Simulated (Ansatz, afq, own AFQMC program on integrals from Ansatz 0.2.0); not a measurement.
# Breaking N3–H7 in SiN₂H₄, singlet

```xyz
7

N    -1.2262    0.3197   -0.3557
Si   -0.1815   -1.0549   -0.4306
N     1.2324   -0.4011    0.3175
H    -2.1686    0.2666   -0.7243
H    -1.0257    1.2390    0.0278
H     1.3698    0.5355    0.6870
H     2.0611   -0.9728    0.4326
```

Products: SiN$_{2}$H$_{3}$ (doublet; NH2–Si–NH) and H (doublet), each relaxed with PBE0/def2-SVP like the molecule; electronic energies without zero-point terms. Determinants: RHF, UHF and UHF in that order.

Basis def2-TZVP. Only valence electrons are correlated. Integrals, coupled cluster, full CI and functionals: Ansatz 0.2.0; the random walks run on the same integrals in our own AFQMC program. ph-AFQMC/CISD is guided by a CISD state made of CCSD amplitudes; releasing the constraint for a short imaginary time cuts its bias at the price of noise, slowly where states lie close. Error bars are statistical, one sigma. The errors of all members are added in quadrature.

No full CI on the walks' own integrals is used here. The released AFQMC energy serves as the reference, which it does only where one determinant dominates, the energy is flat over the last release times and near the phaseless one (40 meV or 2 meV an electron, half that with transition metals). On small molecules, where full CI could be run and the noise was under 10 meV, such values lay within 10 meV of it in 19 cases of 20, a flattering rate, since the rule was set on those same cases; what remains of the bias isn't in the error bar. Each member takes its own surest rung, up to full CI.

Errors are counted within def2-TZVP, not against nature.

Cautions: SiN₂H₄ (singlet): the released value is read at 1.50 1/Eh with a noise of 15 meV, more than in the cases checked (meV from the phaseless value at times in 1/Eh: -5 ± 9 at 0.24, 0 ± 9 at 0.51, -23 ± 14 at 0.99, -10 ± 15 at 1.50); SiN₂H₃ (doublet): unrestricted determinant slightly spin contaminated (⟨S²⟩ 0.83 against 0.75), the released value is read at 0.99 1/Eh with a noise of 14 meV, more than in the cases checked, later times being too noisy (meV from the phaseless value at times in 1/Eh: -18 ± 12 at 0.24, -23 ± 11 at 0.51, -30 ± 14 at 0.99, -48 ± 19 at 1.50).

| level | bond energy (kJ/mol) |
| --- | --- |
| CCSD | 442.9 |
| MP2 | 451.5 |

(1) From these cheaper values, estimate the bond energy at the reference level in def2-TZVP.

(1) 437.3 ± 2.0 kJ/mol (AFQMC with the constraint released in def2-TZVP).

```
        level  bond energy (kJ/mol)  error against released AFQMC (kJ/mol)
           HF                 381.3                            -56.0 ± 2.0
      CCSD(T)                 437.6                              0.4 ± 2.0
ph-AFQMC/CISD           439.2 ± 1.2                              1.9 ± 2.3
```

Correlation beyond CCSD(T) changes it by less than twice the noise. The perturbative (T) step is worth −5.2 kJ/mol.

Released energies are given only where the last usable release times agree within the noise; a slower fall can still hide under it.
